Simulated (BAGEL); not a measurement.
# A workflow on HCl (SMILES Cl)

Wanted: a series of 15 runs (PBE0/def2-TZVP, RI-MP2/def2-TZVP) of ClH. 

Program for the calculation: BAGEL 1.2.2.

### 1 The structure to begin with

HCl: 2 atoms, total charge 0, spin state singlet. SMILES: `Cl`. The Cl1–H2 distance was set to 1.087 Å, away from the relaxed value.

Bond lengths: Cl1–H2 1.087 Å.

### 2 A single-point energy at PBE0/def2-TZVP (density fitting with svp-jkfit) (run 1)

File input.json:

```json
{ "bagel" : [

{
  "title" : "molecule",
  "basis" : "def2-tzvp.json",
  "df_basis" : "svp-jkfit",
  "angstrom" : "true",
  "geometry" : [
    { "atom" : "Cl", "xyz" : [       0.382223,      -0.124958,       0.196572 ] },
    { "atom" : "H", "xyz" : [      -0.546000,       0.178500,      -0.280800 ] }
  ]
},

{
  "title" : "ks",
  "xc_func" : "pbe0"
},

{
  "title" : "print",
  "file" : "orbitals.molden",
  "orbitals" : "true"
}

]}
```

The basis set def2-TZVP is read from a file made from the Basis Set Exchange's data (not shown).

On the command line:

```bash
BAGEL_NUM_THREADS=1 BAGEL input.json > input.out
```

What it wrote:

```text
* using 1 threads per process

  ===============================================================
  ===============================================================

  *** Geometry ***

  { "atom" : "Cl", "xyz" : [      0.722297,     -0.236136,      0.371467 ] },
  { "atom" : "H", "xyz" : [     -1.031790,      0.337316,     -0.530635 ] },

  Number of auxiliary basis functions:      146

  Since a DF basis is specified, we compute 2- and 3-index integrals:
    o Being stored without compression. Storage requirement is 0.002 GB

  Number of basis functions:       43
  Number of electrons      :       18

    * METHOD: MOLECULE                             0.02

  *** Kohn-Sham DFT ***

    * Removing 1693 points whose weight is below 1.00e-10
    * Grid points: 28119

  === Nuclear Repulsion ===
     8.2760015089

       - DIIS with orbital gradients will be used.

  === KS iteration (pbe0 / def2-tzvp.json) ===
      0       -415.83128850          0.40587066           0.03
      1       -442.02973566          0.80270369           0.02
      2       -454.06253899          0.23093708           0.02
      3       -458.89926284          0.13173114           0.02
      4       -460.60926711          0.01990319           0.02
      5       -460.62901838          0.00747072           0.02
      6       -460.63238277          0.00187672           0.02
      7       -460.63264490          0.00005512           0.02
      8       -460.63264519          0.00000988           0.02
      9       -460.63264520          0.00000024           0.02
     10       -460.63264520          0.00000003           0.02
     11       -460.63264520          0.00000000           0.02
    * SCF iteration converged.

    * Permanent dipole moment:
           (    0.360228,    -0.117770,     0.185259) a.u.

    * METHOD: KS                                   0.32

    * METHOD: PRINT                                0.00

  ===============================================================
```

Run time: 0.46 s. Hardware: 1 thread of Arm Neoverse V2, shared host.

### 3 Bond 2-1 at 1.279 A: the energy at RI-MP2/def2-TZVP (density fitting with svp-jkfit) (run 2)

File input.json:

```json
{ "bagel": [

{
  "title": "molecule",
  "basis": "def2-tzvp.json",
  "df_basis": "svp-jkfit",
  "angstrom": true,
  "geometry": [
    { "atom": "Cl", "xyz": [    0.546007,   -0.178502,    0.280804 ] },
    { "atom": "H", "xyz": [   -0.546000,    0.178500,   -0.280800 ] }
  ]
},
{ "title": "hf" },
{ "title": "mp2", "ncore": 5 }

]}
```

The basis set def2-TZVP is read from a file made from the Basis Set Exchange's data (not shown).

On the command line:

```bash
BAGEL_NUM_THREADS=1 BAGEL input.json > input.out
```

What it wrote:

```text
* using 1 threads per process

  ===============================================================
  ===============================================================

  *** Geometry ***

  { "atom" : "Cl", "xyz" : [      1.031804,     -0.337320,      0.530643 ] },
  { "atom" : "H", "xyz" : [     -1.031790,      0.337316,     -0.530635 ] },

  Number of auxiliary basis functions:      146

  Since a DF basis is specified, we compute 2- and 3-index integrals:
    o Being stored without compression. Storage requirement is 0.002 GB

  Number of basis functions:       43
  Number of electrons      :       18

    * METHOD: MOLECULE                             0.02

  *** RHF ***

  === Nuclear Repulsion ===
     7.0347313320

      * DIIS with orbital gradients will be used.

  === RHF iteration (def2-tzvp.json) ===
      0       -460.07193098          0.01579644           0.00
      1       -460.09492621          0.00494771           0.00
      2       -460.09767832          0.00156932           0.00
      3       -460.09800806          0.00028159           0.00
      4       -460.09802265          0.00004854           0.00
      5       -460.09802315          0.00001176           0.00
      6       -460.09802317          0.00000216           0.00
      7       -460.09802317          0.00000047           0.00
      8       -460.09802317          0.00000010           0.00
      9       -460.09802317          0.00000001           0.00
     10       -460.09802317          0.00000000           0.00
    * SCF iteration converged.

    * Permanent dipole moment:
           (    0.437130,    -0.142908,     0.224810) a.u.

    * METHOD: HF                                   0.05

  *** RHF ***

  === Nuclear Repulsion ===
     7.0347313320

      * DIIS with orbital gradients will be used.

  === RHF iteration (def2-tzvp.json) ===
      0       -460.09802317          0.00000000           0.00
    * SCF iteration converged.

    * Permanent dipole moment:
           (    0.437130,    -0.142908,     0.224810) a.u.

  === DF-MP2 calculation ===

    * freezing 5 orbitals
    * 3-index integral transformation done
    * assembly done

      MP2 correlation energy:   -0.1963440136      0.00

      MP2 total energy:       -460.2943671826

    * METHOD: MP2                                  0.01

  ===============================================================
```

Wall time 0.2 s (1 thread of Arm Neoverse V2, shared host).

Runs 3 to 11 aren't shown in full; the table further down has their settings and results.

### 4 Bond 2-1 at 2.941 A: a single-point energy at RI-MP2/def2-TZVP (density fitting with svp-jkfit) (run 12)

File input.json:

```json
{ "bagel": [

{
  "title": "molecule",
  "basis": "def2-tzvp.json",
  "df_basis": "svp-jkfit",
  "angstrom": "true",
  "geometry": [
    { "atom": "Cl", "xyz": [    1.965583,   -0.642594,    1.010871 ] },
    { "atom": "H", "xyz": [   -0.546000,    0.178500,   -0.280800 ] }
  ]
},
{
  "title": "hf"
},
{
  "title": "mp2",
  "ncore": 5
}

]}
```

The basis set def2-TZVP is read from a file made from the Basis Set Exchange's data (not shown).

On the command line:

```bash
BAGEL_NUM_THREADS=1 BAGEL input.json > input.out
```

What it wrote:

```text
* using 1 threads per process

  ===============================================================
  ===============================================================

  *** Geometry ***

  { "atom" : "Cl", "xyz" : [      3.714414,     -1.214327,      1.910269 ] },
  { "atom" : "H", "xyz" : [     -1.031790,      0.337316,     -0.530635 ] },

  Number of auxiliary basis functions:      146

  Since a DF basis is specified, we compute 2- and 3-index integrals:
    o Being stored without compression. Storage requirement is 0.002 GB

  Number of basis functions:       43
  Number of electrons      :       18

    * METHOD: MOLECULE                             0.02

  *** RHF ***

  === Nuclear Repulsion ===
     3.0586196222

      * DIIS with orbital gradients will be used.

  === RHF iteration (def2-tzvp.json) ===
      0       -459.70019800          0.01891754           0.00
      1       -459.56063955          0.03663749           0.00
      2       -459.84463800          0.00406381           0.00
      3       -459.84788555          0.00190937           0.00
      4       -459.84875017          0.00037271           0.00
      5       -459.84878847          0.00006385           0.00
      6       -459.84878948          0.00001575           0.00
      7       -459.84878955          0.00000350           0.00
      8       -459.84878956          0.00000048           0.00
      9       -459.84878956          0.00000007           0.00
     10       -459.84878956          0.00000002           0.00
     11       -459.84878956          0.00000001           0.00
    * SCF iteration converged.

    * Permanent dipole moment:
           (    1.097877,    -0.358921,     0.564622) a.u.

    * METHOD: HF                                   0.05

  *** RHF ***

  === Nuclear Repulsion ===
     3.0586196222

      * DIIS with orbital gradients will be used.

  === RHF iteration (def2-tzvp.json) ===
      0       -459.84878956          0.00000000           0.00
    * SCF iteration converged.

    * Permanent dipole moment:
           (    1.097878,    -0.358921,     0.564623) a.u.

  === DF-MP2 calculation ===

    * freezing 5 orbitals
    * 3-index integral transformation done
    * assembly done

      MP2 correlation energy:   -0.2461289918      0.00

      MP2 total energy:       -460.0949185469

    * METHOD: MP2                                  0.01

  ===============================================================
```

Wall time 0.2 s (1 thread of Arm Neoverse V2, shared host).

Runs 13 to 14 aren't shown in full; the table further down has their settings and results.

### 5 Bond 2-1 at 3.581 A: a single-point energy at PBE0/def2-TZVP (density fitting with svp-jkfit) (run 15)

File input.json:

```json
{ "bagel": [

{
  "title": "molecule",
  "basis": "def2-tzvp.json",
  "df_basis": "svp-jkfit",
  "angstrom": true,
  "geometry": [
    { "atom": "Cl", "xyz": [       2.511586,      -0.821096,       1.291673 ] },
    { "atom": "H", "xyz": [      -0.546000,       0.178500,      -0.280800 ] }
  ]
},

{
  "title": "ks",
  "xc_func": "pbe0"
},

{
  "title": "print",
  "file": "orbitals.molden",
  "orbitals": true
}

]}
```

The basis set def2-TZVP is read from a file made from the Basis Set Exchange's data (not shown).

On the command line:

```bash
BAGEL_NUM_THREADS=1 BAGEL input.json > input.out
```

What it wrote:

```text
* using 1 threads per process

  ===============================================================
  ===============================================================

  *** Geometry ***

  { "atom" : "Cl", "xyz" : [      4.746210,     -1.551647,      2.440908 ] },
  { "atom" : "H", "xyz" : [     -1.031790,      0.337316,     -0.530635 ] },

  Number of auxiliary basis functions:      146

  Since a DF basis is specified, we compute 2- and 3-index integrals:
    o Being stored without compression. Storage requirement is 0.002 GB

  Number of basis functions:       43
  Number of electrons      :       18

    * METHOD: MOLECULE                             0.02

  *** Kohn-Sham DFT ***

    * Removing 540 points whose weight is below 1.00e-10
    * Grid points: 29272

  === Nuclear Repulsion ===
     2.5124316684

       - DIIS with orbital gradients will be used.

  === KS iteration (pbe0 / def2-tzvp.json) ===
      0       -415.76207817          0.37739343           0.03
      1       -438.93328398          0.84045006           0.03
      2       -453.31652260          0.20468786           0.02
      3       -455.47591992          0.15757305           0.02
      4       -459.89074039          0.04149426           0.02
      5       -459.82159133          0.03077845           0.02
      6       -460.20960705          0.01553083           0.02
      7       -459.93223274          0.02165873           0.02
      8       -460.25031170          0.01301223           0.02
      9       -460.25699758          0.01317244           0.02
[... 25 lines of this table left out ...]
     35       -460.42824258          0.00000009           0.02
     36       -460.42824258          0.00000005           0.02
     37       -460.42824258          0.00000001           0.02
     38       -460.42824258          0.00000000           0.02
    * SCF iteration converged.

    * Permanent dipole moment:
           (    1.046370,    -0.342085,     0.538127) a.u.

    * METHOD: KS                                   0.96

    * METHOD: PRINT                                0.00

  ===============================================================
```

Wall time 1.1 s (1 thread of Arm Neoverse V2, shared host).

### 6 All runs side by side

| run | level | frozen core orbitals | partner | energy (Eh) | dipole moment (D) | HOMO energy (eV) | LUMO energy (eV) | wall time |
| --- | --- | --- | --- | --- | --- | --- | --- | --- |
| 1 | PBE0/def2-TZVP (density fitting with svp-jkfit) | – | bond 2-1 at 1.087 A | -460.632645 | 1.07 | -9.56 | 1.62 | 0.46 s |
| 2 | RI-MP2/def2-TZVP (density fitting with svp-jkfit) | 5 | bond 2-1 at 1.279 A | -460.294367 | – | – | – | 0.2 s |
| 3 | PBE0/def2-TZVP (density fitting with svp-jkfit) | – | bond 2-1 at 1.279 A | -460.664399 | 1.26 | -9.41 | 0.34 | 0.48 s |
| 4 | RI-MP2/def2-TZVP (density fitting with svp-jkfit) | 5 | bond 2-1 at 1.471 A | -460.277587 | – | – | – | 0.2 s |
| 5 | PBE0/def2-TZVP (density fitting with svp-jkfit) | – | bond 2-1 at 1.471 A | -460.648662 | 1.45 | -9.28 | -1.15 | 0.5 s |
| 6 | RI-MP2/def2-TZVP (density fitting with svp-jkfit) | 5 | bond 2-1 at 1.726 A | -460.233852 | – | – | – | 0.2 s |
| 7 | PBE0/def2-TZVP (density fitting with svp-jkfit) | – | bond 2-1 at 1.726 A | -460.606230 | 1.70 | -9.14 | -2.96 | 0.52 s |
| 8 | RI-MP2/def2-TZVP (density fitting with svp-jkfit) | 5 | bond 2-1 at 2.046 A | -460.179172 | – | – | – | 0.2 s |
| 9 | PBE0/def2-TZVP (density fitting with svp-jkfit) | – | bond 2-1 at 2.046 A | -460.552068 | 1.99 | -9.04 | -4.65 | 0.54 s |
| 10 | RI-MP2/def2-TZVP (density fitting with svp-jkfit) | 5 | bond 2-1 at 2.430 A | -460.130087 | – | – | – | 0.2 s |
| 11 | PBE0/def2-TZVP (density fitting with svp-jkfit) | – | bond 2-1 at 2.430 A | -460.500952 | 2.29 | -8.96 | -5.93 | 0.56 s |
| 12 | RI-MP2/def2-TZVP (density fitting with svp-jkfit) | 5 | bond 2-1 at 2.941 A | -460.094919 | – | – | – | 0.2 s |
| 13 | PBE0/def2-TZVP (density fitting with svp-jkfit) | – | bond 2-1 at 2.941 A | -460.457081 | 2.66 | -8.88 | -6.83 | 0.74 s |
| 14 | RI-MP2/def2-TZVP (density fitting with svp-jkfit) | 5 | bond 2-1 at 3.581 A | -460.087290 | – | – | – | 0.24 s |
| 15 | PBE0/def2-TZVP (density fitting with svp-jkfit) | – | bond 2-1 at 3.581 A | -460.428243 | 3.11 | -8.79 | -7.31 | 1.1 s |

### 7 What came out

| quantity | value |
| --- | --- |
| bond 2-1 at 3.581 A, run 15: total energy | -460.42824 Eh |
| bond 2-1 at 3.581 A, run 15: dipole moment | 3.11 D |
| bond 2-1 at 3.581 A, run 15: HOMO energy | -8.79 eV |
| bond 2-1 at 3.581 A, run 15: LUMO energy | -7.31 eV |
| bond 2-1 at 3.581 A, run 15: HOMO–LUMO gap | 1.48 eV |

**Reading.** In runs 10, 11, 12, 13, 14, 15 a closed-shell determinant meets a far-stretched bond, which it describes badly. All runs together took 6.4 s, the longest 1.1 s.
